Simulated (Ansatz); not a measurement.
# AlH₂F (triplet): the correlation ladder, def2-TZVPP

The task here is to estimate one member of a computed series from the others.

The runs use Ansatz 0.2.0, Gaussian basis; def2-TZVPP, core rule «outside noble gas», up to 6 orbitals frozen.

To be run: UHF; ROHF; CCSD(T) on UHF.

2 further runs of the same task are left out: 2 set aside as unsound or not needed.

## The geometry

The geometry is a PBE0/def2-TZVP stationary point (not a proven minimum) of the parent state, kept for this charge and spin.

4 atoms, charge 0, spin multiplicity 3.

Atoms are counted from 1 here; the program's logs count them from 0.

Bond lengths: Al1–F2 1.650 Å, Al1–H3 1.576 Å, Al1–H4 1.576 Å. Angles: F2–Al1–H3 117.0°, F2–Al1–H4 117.0°, H3–Al1–H4 126.0°.

Set-up of the first run:

in.yaml reads:

```yaml
crystal:
  periodic: [false, false, false]
  atoms:
    - {symbol: Al, position_ang: [0.000000, 0.000000, 0.623040]}
    - {symbol: F, position_ang: [0.000000, 0.000000, -1.026821]}
    - {symbol: H, position_ang: [0.000000, 1.404203, 1.338066]}
    - {symbol: H, position_ang: [0.000000, -1.404203, 1.338066]}
basis:
  gaussian: {orbitals: def2-TZVPP}
magnetization: {spin_polarized: true, initial_magnetization: 2}
hamiltonian: {xc: hf}
output: {orbitals: {seedname: orbitals}}
```

Run with:

```bash
$ ansatz run in.yaml --threads 1 --pin off --events-out ev --progress --plain --max-ram 4096MiB --backend cpu
```

Among the steps run: UHF; ROHF; CCSD(T) on UHF.

One of the session's tables, all rows but one given; the rest of the session is left out.

```
  method  from UCCSD(T) (kJ/mol)
    ROHF                  +949.8
     UHF                  +946.5
    UMP2                       ?
   UCCSD                   +29.9
UCCSD(T)                       0
```

Estimate the missing values for UMP2.

The run gave: from UCCSD(T) (kJ/mol): +79.0. In the column «from UCCSD(T) (kJ/mol)» it lies between UCCSD (+29.9) and UHF (+946.5).

The program flags UCCSD(T) as in doubt (see the logs), so the zero of the table is itself unsure.

Limits of these values: The report flags that the cluster equations may have other roots. The program flags UCCSD(T) as in doubt, so the zero of the table is itself unsure. Warnings: coupled cluster took another determinant than the lowest.
